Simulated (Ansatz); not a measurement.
Basis-set extrapolation for C$_{6}$H$_{14}$ (`CCCCCC`) (PBE0-D4/def2-TZVP geometry, frozen core, Ansatz 0.2.0). Multiplicity 1, RHF reference.

|  | def2-TZVPP | def2-QZVPP |
| --- | --- | --- |
| HF | -235.453008 | -235.464321 |
| MP2 correlation | -1.066438 | -1.132061 |
| CCSD(T) correlation | -1.181809 | not run |

Energies in hartree. Use E(X) = E(∞) + A·exp(−7.88·√X) for Hartree–Fock and E(X) = E(∞) + B·X^(−2.97) for correlation, with X = 3 and 4, and add CCSD(T) minus MP2 of the smaller set to the MP2 limit.

What is the CCSD(T) energy at the basis-set limit?

HF limit: -235.464321 + (-0.011313) × 0.13774 = -235.46588. MP2 limit: -1.132061 + (-0.065623) × 0.74074 = -1.18067. Higher-order term: -1.181809 − (-1.066438) = -0.11537. Total: -236.76192 hartree, 333.7 kJ/mol below CCSD(T)/def2-TZVPP.
